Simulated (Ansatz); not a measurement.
Ideal-gas functions of C$_{2}$H$_{3}$N (`C1=CN1`) at 600 K and 1 bar, from an Ansatz frequency run at PBE0-D4/def2-TZVP.

Molar mass 41.05 g/mol, point group Cs (symmetry number 1), electronic degeneracy 1, moments of inertia 15.797, 20.51, 34.622 u Å². Harmonic wavenumbers (cm⁻¹, unscaled): 577, 596, 772, 913, 984, 1092, 1173, 1381, 1811, 3305, 3351, 3367.

Use S(trans) = R[1.5 ln M + 2.5 ln T − 1.1517]; rotational temperatures θ = 24.2544 K / I; S(rot) = R[ln(√π/σ · √(T³/θAθBθC)) + 1.5]; for each mode x = 1.438777 ν̃/T, S = R[x/(eˣ − 1) − ln(1 − e⁻ˣ)] and H = RT x/(eˣ − 1); 1 cm⁻¹ = 0.0119627 kJ/mol; R = 8.31446 J/(mol·K).

Q: By hand: the entropy, in J/(mol·K).

A: Translation 169.7. Rotation: θ = 1.5354, 1.1826, 0.7005 K, giving 96.0. Vibration, mode by mode: 6.25, 6.02, 4.29, 3.28, 2.87, 2.34, 2.01, 1.35, 0.58, 0.03, 0.02, 0.02, in all 29.1. Electronic 0.0. Sum 294.8 J/(mol·K).

Q: By hand: H − E and G − E in kJ/mol, counted from the electronic energy.

A: Zero-point energy ½ × 19322 × 0.0119627 = 115.6; thermal vibration 11.8; translation, rotation and pV give 4 RT = 20.0. H − E = 147.4 kJ/mol, and G − E = 147.4 − 600 × 294.8/1000 = -29.5 kJ/mol.

Vibration gives 10 % of the entropy.
